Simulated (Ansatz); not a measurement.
A geometry relaxed with PBE0-D3(BJ)/def2-TZVP (Ansatz, a quantum-chemistry and plane-wave program), charge 0, multiplicity 1:

```xyz
9

C     -0.5378    -0.0587    -0.0186
H     -1.0103    -0.3295    -0.9733
H      1.0689    -1.4686    -0.2420
H     -1.0371    -0.6366     0.7718
C      0.9293    -0.4014    -0.0564
H      1.4049    -0.1494     0.8936
H      1.4317     0.1572    -0.8487
H     -1.5907     1.5571     0.2496
O     -0.6589     1.3300     0.2239
```

**Question.** Write the SMILES of this molecule.

**Answer.** `CCO`
